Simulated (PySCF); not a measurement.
Calculation: PBE0-D4/def2-TZVP (PySCF). All species are isolated molecules in the gas phase. 

Reference species (SMILES): `[OH]` (neutral, multiplicity 2).

```yaml
highest_occupied_spin_orbital: -9.09 eV
```

Changed species: `C[C]=O` (radical fragment; the reference has radical fragment).

Task: Predict the effect on the highest occupied spin orbital.

Result: the highest occupied spin orbital goes up by 3.34 eV, to -5.75 eV.
